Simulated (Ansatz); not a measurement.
Born–Oppenheimer molecular dynamics of Al2H4S (7 atoms, charge 0, multiplicity 1). It starts from a relaxed structure.

The calculation used Ansatz 0.2.0, RHF/def2-SVP.

```json
{
 "ensemble": "NVE (velocity Verlet)",
 "time step": "0.25 fs",
 "steps asked": "500",
 "starting velocities drawn for": "700 K",
 "seed": "84004"
}
```

First frame:

```xyz
7
Properties=species:S:1:pos:R:3
Al -1.516 0.435 -0.817
S -0.418 0.716 1.062
Al 1.480 -0.375 0.909
H -0.924 -0.466 -1.963
H -2.898 1.172 -0.945
H 2.439 -0.303 2.151
H 1.838 -1.179 -0.396
```

How far do the bonds stretch over the last three quarters of this one trajectory? (Pairs bonded in most of those frames.)


| bond | mean (Å) | spread (Å) | shortest | longest |
| --- | --- | --- | --- | --- |
| Al1–S2 | 2.193 | 0.056 | 2.11 | 2.28 |
| Al1–H4 | 1.578 | 0.030 | 1.53 | 1.62 |
| Al1–H5 | 1.573 | 0.002 | 1.57 | 1.58 |
| S2–Al3 | 2.190 | 0.041 | 2.13 | 2.25 |
| Al3–H6 | 1.578 | 0.024 | 1.54 | 1.62 |
| Al3–H7 | 1.584 | 0.041 | 1.52 | 1.64 |

Mean temperature of the second half: 355 K. The conserved energy stayed within 0.024 meV per atom of its start (net change 0.0097 meV per atom), so the integration is sound. The temperature averaged 0.51 of the 700 K drawn at the start: a run that starts near a minimum puts about half its kinetic energy into the potential. A run of 0.12 ps of so small a system gives no equilibrium averages.

Time of the run: 5.2 min on 1 thread of Arm Neoverse V2 (shared host), peak memory 0.12 GiB.
